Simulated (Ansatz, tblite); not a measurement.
Cost and result up the ladder for the cluster B₃H₆ (the lowest doublet isomer of a short search) (9 atoms). Total charge 0; doublet. Geometry: PBE-D4/def2-TZVP.

Cartesian coordinates in Å:
```
B -0.7331 -0.2294 -0.3513
B 0.4650 -0.3080 0.9071
B 0.7452 0.6867 -0.3272
H -0.8340 -1.1584 -1.1228
H 1.6757 1.3992 -0.5158
H 1.1361 -0.5189 1.8633
H -0.5863 -0.9875 0.9320
H -0.0895 0.7756 -1.2560
H -1.7792 0.3406 -0.1293
```

Ansatz on 4 threads of Arm Neoverse V1 on a shared host; xTB runs through tblite on one thread. Times are rough, summed over both states, and most runs start from the orbitals of an earlier one. PBE0-D4/def2-TZVP serves as the yardstick here, not as an exact answer. The other state is a singlet.

The xTB rows come from tblite. The structure comes from a short search, and lower isomers may exist.

Raw xTB energies of ions are shifted by several eV, and xTB has no spin-polarisation term.

```json
{"level": "GFN2-xTB", "functions": "18", "wall time": "0.004 s", "vertical IE (eV)": "11.24", "difference from PBE0-D4/def2-TZVP (eV)": "3.09"}
{"level": "GFN1-xTB", "functions": "24", "wall time": "0.006 s", "vertical IE (eV)": "12.53", "difference from PBE0-D4/def2-TZVP (eV)": "4.38"}
{"level": "PBE-D4/def2-TZVP", "functions": "129", "wall time": "1.8 s", "vertical IE (eV)": "8.14", "difference from PBE0-D4/def2-TZVP (eV)": "-0.01"}
{"level": "PBE0-D4/def2-TZVP", "functions": "129", "wall time": "2.9 s", "vertical IE (eV)": "8.15", "difference from PBE0-D4/def2-TZVP (eV)": "0.00"}
{"level": "r2SCAN-D4/def2-TZVP", "functions": "129", "wall time": "3.5 s", "vertical IE (eV)": "8.18", "difference from PBE0-D4/def2-TZVP (eV)": "0.03"}
```
